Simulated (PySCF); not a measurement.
Gas-phase reaction: 3 ethylsilane + 2 SiH2 → 5 SiH4 + 2 C3H4 (allene)

Computed with PySCF and rigid-rotor harmonic-oscillator thermochemistry at 1 bar. † marks an energy on the PBE0/def2-TZVP geometry and frequencies; other levels use their own. 6-31G* has spherical d functions here. All species are closed-shell singlets. The harmonic model lacks anharmonicity and excited electronic states, which grow with temperature; levels with a mode under 35 cm⁻¹ are left out. Internal rotation in ethylsilane is treated as a harmonic vibration of one conformer, which makes the entropy rough.

ΔH° and ΔS° at 298 K: HF/6-31G* 95 kJ, 201 J/K; HF/def2-TZVP† 32 kJ, 199 J/K; M06-2X/def2-TZVP† 109 kJ, 199 J/K; PBE0/def2-SVP† 133 kJ, 199 J/K; r2SCAN/def2-TZVP† 62 kJ, 199 J/K.

### Question
With the heat capacities included, give log10 K (1 bar) at 600, 800, 1400, 1600, 1800 K from HF/6-31G*, HF/def2-TZVP†, M06-2X/def2-TZVP†, PBE0/def2-SVP†, r2SCAN/def2-TZVP†.

### Answer
| T (K) | HF/6-31G* | HF/def2-TZVP† | M06-2X/def2-TZVP† | PBE0/def2-SVP† | r2SCAN/def2-TZVP† |
|---|---|---|---|---|---|
| 600 | 2.2 | 7.6 | 1.0 | -1.1 | 5.0 |
| 800 | 4.3 | 8.3 | 3.3 | 1.7 | 6.3 |
| 1400 | 6.8 | 9.1 | 6.2 | 5.3 | 8.0 |
| 1600 | 7.2 | 9.2 | 6.7 | 5.9 | 8.2 |
| 1800 | 7.5 | 9.2 | 7.0 | 6.3 | 8.4 |
